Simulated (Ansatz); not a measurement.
```xyz
3

B     0.0950    0.0157    0.1030
S    -0.9816   -0.1626   -1.0641
H     0.8867    0.1469    0.9612
```

The species carries charge 0 and has multiplicity 1.

Task: List the ωB97M-V/def2-TZVPP orbital energies in eV (the Gaussian-basis code of Ansatz). (An estimate is asked.)

Result: Ansatz gave: Occupied: -2426.71, -220.73, -189.39, -163.75, -163.75, -163.75, -23.06, -16.02, -13.01, -10.67, -10.67. Lowest empty: 0.84, 0.84, 2.59, 3.18, 4.91, 4.91, 5.67, 6.05.
